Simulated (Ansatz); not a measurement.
# CH6B2: the cost of one run

Method: BLYP-D4/STO-3G; program: Ansatz 0.2.0, Gaussian basis.

## (1) The starting structure

SMILES `BBC`, 9 atoms, charge 0, spin multiplicity 1.

Atoms are counted from 1 here; the program's logs count them from 0.

Bond lengths: B1–B2 1.624 Å, B1–H4 1.174 Å, B1–H5 1.174 Å, B2–C3 1.584 Å, B2–H6 1.180 Å, C3–H7 1.090 Å, C3–H8 1.087 Å, C3–H9 1.089 Å. Angles: B2–B1–H4 122.9°, B2–B1–H5 122.8°, H4–B1–H5 114.4°, B1–B2–C3 124.9°, B1–B2–H6 121.1°, C3–B2–H6 114.1°, B2–C3–H7 108.8°, B2–C3–H8 115.1°, B2–C3–H9 111.3°, H7–C3–H8 107.5°, H7–C3–H9 105.8°, H8–C3–H9 108.0°.

As a file:

```xyz
9
charge 0, multiplicity 1
B    -0.63948    0.81516   -1.21941
B    -0.26524    0.41473    0.30889
C     0.63289   -0.82155    0.72728
H    -1.58980    0.40226   -1.77149
H     0.00534    1.56113   -1.85717
H    -0.67403    1.04282    1.22055
H     0.01188   -1.54244    1.25993
H     1.10746   -1.34671   -0.09812
H     1.41098   -0.52541    1.42953
```

## (2) The run

The input, md/in.yaml:

```yaml
crystal:
  periodic: [false, false, false]
  atoms:
    - {symbol: B, position_ang: [-0.639480, 0.815160, -1.219410]}
    - {symbol: B, position_ang: [-0.265240, 0.414730, 0.308890]}
    - {symbol: C, position_ang: [0.632890, -0.821550, 0.727280]}
    - {symbol: H, position_ang: [-1.589800, 0.402260, -1.771490]}
    - {symbol: H, position_ang: [0.005340, 1.561130, -1.857170]}
    - {symbol: H, position_ang: [-0.674030, 1.042820, 1.220550]}
    - {symbol: H, position_ang: [0.011880, -1.542440, 1.259930]}
    - {symbol: H, position_ang: [1.107460, -1.346710, -0.098120]}
    - {symbol: H, position_ang: [1.410980, -0.525410, 1.429530]}
basis:
  gaussian: {orbitals: STO-3G}
hamiltonian: {xc: {name: BLYP}, dispersion: d4}
md: {n_steps: 40, timestep: 1.0, temperature: 500, ensemble: nvt_langevin, seed: 117, friction: 0.01, initial_velocities: maxwell_boltzmann}
```

Run with:

```bash
$ ansatz run in.yaml --threads 2 --pin off --events-out ev --progress --plain --max-ram 3481MiB
```

**Question.** How long does this run take on 2 threads of Arm Neoverse N1, shared host, and how much memory does it need?

About 30 s, with a peak of 0.08 GiB.
